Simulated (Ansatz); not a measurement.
Species: triplet methylene, CH2 (charge 0, triplet). SMILES: [CH2]
Coordinates optimised at B3LYP-D3(BJ)/def2-TZVP (Ansatz, a first-principles code):
```xyz
3

C      0.0094     0.0032     0.1026
H     -0.0192     0.9863    -0.3393
H     -0.0373    -1.0052    -0.2764
```
Charge 0, spin multiplicity 3.

Quantity: vertical singlet-triplet gap (E(singlet) - E(triplet); the singlet is one closed-shell determinant, which may describe it poorly; each state is the SCF solution reached for its spin; for the singlet the Hartree-Fock reference is unstable and T1 is 0.008), in kcal/mol. Valence correlation only, unless marked. Open shells are spin-unrestricted. Spin-orbit coupling is left out. No relativistic terms. CBS marks a two-point X^-3 extrapolation of the correlation energy; Hartree-Fock from the larger set. [CCSD(T)-MP2]/basis is that difference in the basis named.

```
level                                                          program  vertical singlet-triplet gap (kcal/mol)
-------------------------------------------------------------  -------  ---------------------------------------
HF/def2-SVPD                                                    Ansatz                                     41.8
HF/aug-cc-pVTZ                                                  Ansatz                                     40.1
HF/def2-TZVPPD                                                  Ansatz                                     40.3
HF/def2-QZVPPD                                                  Ansatz                                     40.2
SVWN5/def2-TZVPD                                                Ansatz                                     26.1
B2PLYP/def2-TZVPD                                               Ansatz                                     24.4
MP2/CBS(aug-cc-pVTZ,aug-cc-pVQZ)                                Ansatz                                     25.6
RI-MP2/CBS(def2-TZVPPD,def2-QZVPPD)                             Ansatz                                     25.8
SCS-MP2/def2-SVPD                                               Ansatz                                     26.6
SCS-MP2/def2-QZVPPD                                             Ansatz                                     20.5
CCSD/aug-cc-pVQZ                                                Ansatz                                     23.0
CCSD/def2-QZVPPD                                                Ansatz                                     23.1
CCSD/CBS(def2-TZVPPD,def2-QZVPPD)                               Ansatz                                     22.7
RI-MP2/CBS(aug-cc-pVTZ,aug-cc-pVQZ)+[CCSD(T)-MP2]/aug-cc-pVQZ   Ansatz                                     21.0
CCSD(T)/CBS(aug-cc-pVTZ,aug-cc-pVQZ)                            Ansatz                                     21.3
```
